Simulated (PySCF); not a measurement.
# SH₃⁻: relaxation and vibrations of the triplet

The task is one start of a wider search on SH₃⁻: the triplet, from a trigonal planar start. It is relaxed, tested by its Hessian and followed downhill if it is a saddle.

Method: PBE0, basis S def2-TZVPD, H def2-TZVPD, no relativity, density fitting; program: PySCF 2.14.0.

## (1) Where the work starts

4 atoms, charge -1, spin multiplicity 3.

Bond lengths: S1–H2 1.350 Å, S1–H3 1.350 Å, S1–H4 1.350 Å. Angles: H2–S1–H3 120.0°, H2–S1–H4 120.0°, H3–S1–H4 120.0°.

Coordinates in bohr (charge -1 multiplicity 3):
```
S     0.0000    0.0000    0.0000
H     2.5511    0.0000    0.0000
H    -1.2756    2.2093    0.0000
H    -1.2756   -2.2093    0.0000
```

## (2) The SCF at the typed geometry

One driver script runs all steps and calls PySCF; scf.py shows how it sets up the SCF of each step. The optimiser is the driver's own. After this first run the driver tries any further starts and a stability analysis.

Contents of scf.py:

```python
from pyscf import gto, scf, dft
mol = gto.M(atom='''
S      0.000000     0.000000     0.000000
H      1.350000     0.000000     0.000000
H     -0.675000     1.169100     0.000000
H     -0.675000    -1.169100     0.000000''',
    basis={'S': 'def2-TZVPD', 'H': 'def2-TZVPD'},
    charge=-1, spin=2)
mf = dft.UKS(mol, xc='PBE0')
mf.grids.atom_grid = (50, 194)
aux = {'S': 'def2-universal-JKFIT', 'H': 'def2-universal-JKFIT'}
mf = mf.density_fit(auxbasis=aux)
mf.conv_tol = 1e-08
mf.diis_space = 10
mf.max_cycle = 60
mf.init_guess = 'minao'
mf.verbose = 4
mf.kernel()
```

Command:

```bash
$ OMP_NUM_THREADS=2 python axn.py task.json out
```

The runs that follow: Relaxing the triplet from the trigonal planar start; Relaxing without the symmetry constraint; Hessian and properties.

**Question.** What will these runs give? Wanted: minimum; geometry; wavenumbers; dipole moment; highest occupied, lowest empty level; polar-tensor charge of S1; zero-point energy; ⟨S²⟩.

The runs gave:

| quantity | value |
| --- | --- |
| minimum | triplet, Cs |
| geometry | S–H 1.338 Å |
| wavenumbers (cm⁻¹) | 303 (a'), 449 (a''), 481 (a'), 532 (a''), 579 (a'), 2739 (a') |
| dipole moment (centre of mass) | 3.30 D |
| highest occupied, lowest empty level (either spin) | 0.63, 3.69 eV |
| polar-tensor charge of S1 | -0.73 e |
| zero-point energy | 30.4 kJ/mol |
| entropy at 298.15 K | 250.8 J/(mol K) |
| ⟨S²⟩ | 2.011 |

In words: From D3h at the start the molecule goes to a Cs minimum. In the infrared the band at 481 cm⁻¹ (a', bend) leads. Only this shape and spin were tried, so other structures or states may lie lower. The highest occupied level lies above zero: either self-interaction error lifts it or the extra electron is not bound, and the basis holds it in place.
